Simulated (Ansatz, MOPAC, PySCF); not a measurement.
Species: C3H7O, net charge 0, doublet state. SMILES: C[CH]OC
Structure (B3LYP-D3(BJ)/def2-TZVP (Ansatz, a program for electronic structure) minimum search):
```xyz
11

O      0.0523    -0.6706     0.1071
C     -0.0603     0.6776    -0.0442
C      1.3727    -1.1799     0.0162
C     -1.4467     1.1966    -0.0072
H      0.7128     1.1611    -0.6368
H      1.3058    -2.2608     0.1190
H      1.8188    -0.9338    -0.9534
H      2.0015    -0.7731     0.8135
H     -2.0459     0.8526    -0.8637
H     -1.9639     0.8656     0.8972
H     -1.4418     2.2870    -0.0213
```
Charge 0, spin multiplicity 2.

Property: enthalpy of formation at 298 K, in kcal/mol. Conventions: no spin-orbit coupling; non-relativistic; UHF or UKS for open shells; PM7 with its own dispersion and hydrogen-bond terms; 6-311+G** with 5d; 6-31G* and kin with 6d, 5d where marked; valence correlation only; dispersion terms only where a functional's name holds one; LANL2DZ all-electron up to Ne. CBS marks a two-point X^-3 extrapolation of the correlation energy; Hartree-Fock from the larger set. The bracket is a focal-point correction in the basis named. Ab initio and DFT rows: single points at B3LYP-D3(BJ) geometries (Ansatz), with unscaled harmonic terms from B3LYP/6-31G* at its own minima, enthalpies of formation by atomisation with measured atoms. Semi-empirical rows: MOPAC heats of formation at their own minima for 298 K.

Coupled cluster (Ansatz) is a level with limits of its own, used here on species with T1 under 0.025 (0.045 for open shells) and stable references: RI-MP2/CBS(cc-pVTZ,cc-pVQZ)+[CCSD(T)-MP2]/cc-pVDZ.

Value to compare with, RI-MP2/CBS(cc-pVTZ,cc-pVQZ)+[CCSD(T)-MP2]/cc-pVDZ (Ansatz): -9.6 kcal/mol.

| level | program | enthalpy of formation at 298 K (kcal/mol) | difference |
|---|---|---|---|
| PM7 | MOPAC | -28.9 | -19.3 |
| PBE/LANL2DZ | Ansatz | -1.4 | 8.2 |
| PBE/6-311+G** | Ansatz | -24.5 | -14.9 |
| BLYP/6-31G* | Ansatz | -6.3 | 3.3 |
| BP86/6-31G* (5d) | PySCF | -44.1 | -34.5 |
| B3LYP/LANL2DZ | Ansatz | 29.1 | 38.7 |
| B3LYP/6-31G | Ansatz | 21.9 | 31.5 |
| B3LYP/6-31G* | Ansatz | -8.3 | 1.3 |
| PBE0/6-31G* | Ansatz | -14.4 | -4.8 |
| PBE0/6-311+G** | Ansatz | -7.7 | 1.9 |
| M06-2X/6-311+G** | PySCF | -2.9 | 6.7 |
| MP2/LANL2DZ | Ansatz | 153.8 | 163.4 |
| B3PW91/6-31G* (5d) | PySCF | -12.2 | -2.6 |
| r2SCAN-D4/def2-TZVPD | Ansatz + dftd4 | -14.1 | -4.5 |

Among the 13 habitual levels, MP2/LANL2DZ lies farthest from RI-MP2/CBS(cc-pVTZ,cc-pVQZ)+[CCSD(T)-MP2]/cc-pVDZ (Ansatz) (163.4 kcal/mol); 8 of 13 lie above it, and their mean absolute difference is 25.5 kcal/mol, the median 8.2. One case shows no general order.

The levels are drawn from those run, B3LYP/6-31G* more often than the rest, none by its result; runs whose electronic state is in doubt are left out.
